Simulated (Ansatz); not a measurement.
Basis-set extrapolation for `[OH][Mg][SH]` (PBE0-D4/def2-TZVP geometry, frozen core, the Gaussian-basis code of Ansatz). Multiplicity 1, RHF reference. For Mg the program correlates outer-core shells too, which these sets cover unevenly, so the extrapolated numbers aren't a true limit.

```
                      def2-TZVPP   def2-QZVPP
                 HF  -673.306578  -673.331347
    MP2 correlation    -0.623011    -0.701230
CCSD(T) correlation    -0.667756      not run
```

Energies in hartree. Use E(X) = E(∞) + A·exp(−7.88·√X) for Hartree–Fock and E(X) = E(∞) + B·X^(−2.97) for correlation, with X = 3 and 4, and add CCSD(T) minus MP2 of the smaller set to the MP2 limit.

What is the CCSD(T) energy at the basis-set limit?

HF limit: -673.331347 + (-0.024769) × 0.13774 = -673.33476. MP2 limit: -0.701230 + (-0.078219) × 0.74074 = -0.75917. Higher-order term: -0.667756 − (-0.623011) = -0.04475. Total: -674.13868 hartree, 431.5 kJ/mol below CCSD(T)/def2-TZVPP.
